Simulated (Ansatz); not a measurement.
A nudged elastic band was laid between two geometries of C2H5N (8 atoms, charge 0, multiplicity 1).

The calculation used RKS B3LYP/cc-pVDZ in Ansatz 0.2.0.

- movable images: 7
- climbing image: yes
- spring: 5.0 eV/Å²
- optimiser: quadratic models (default)
- start path: through a guess of the saddle point
- force threshold: 0.05 eV/Å
- iteration limit: 60
- end points: relaxed

First end point:

```xyz
8
Properties=species:S:1:pos:R:3
C -0.475 0.596 -0.317
C 0.667 -0.177 0.285
N 0.709 -1.410 0.600
H -0.172 1.041 -1.282
H -1.358 -0.042 -0.482
H -0.760 1.437 0.340
H 1.585 0.410 0.475
H -0.197 -1.856 0.381
```

Last end point:

```xyz
8
Properties=species:S:1:pos:R:3
C -0.521 0.731 -0.361
C 0.384 -0.270 0.317
N 0.323 -1.509 0.028
H -0.363 0.710 -1.452
H -1.578 0.472 -0.184
H -0.343 1.755 0.001
H 1.088 0.145 1.067
H 1.009 -2.035 0.586
```

(1) What changes between the two ends?

(2) Give the energies along the band, and the barrier.

(3) What is the geometry of the highest image?

The band took 15 iterations and of the order of 2.8 core-minutes.

## Answers

(1) No bond is made or broken. The dihedral C1–C2–N3–H8 changes from 0 to 180° by way of a nearly straight angle C2–N3–H8 (up to 179°), not by a turn about the bond.

(2) The forces met the threshold. The highest image is number 6 of 0 to 8, 1.35 eV above the first end and 1.28 eV above the last; the last end lies 0.07 eV above the first. A vibrational analysis at the climbing image gives 2 clearly imaginary modes (1188i, 176i cm⁻¹): a point of higher order, so a lower path passes nearby.

```tsv
image	path coordinate (Å)	energy (eV)	angle C2–N3–H8 (°)
0	0.00	0.00	110
1	0.40	0.01	110
2	0.81	0.04	110
3	1.21	0.06	110
4	1.62	0.11	114
5	2.02	0.54	135
6	2.42	1.35	179
7	2.88	0.45	132
8	3.33	0.07	110
```

(3) 
```xyz
8
Properties=species:S:1:pos:R:3
C -0.520 0.722 -0.334
C 0.485 -0.162 0.402
N 0.589 -1.389 0.253
H -0.427 0.577 -1.423
H -1.548 0.432 -0.055
H -0.380 1.789 -0.098
H 1.144 0.405 1.115
H 0.656 -2.373 0.140
```

The run took 2.8 min on 1 CPU thread of a shared host.
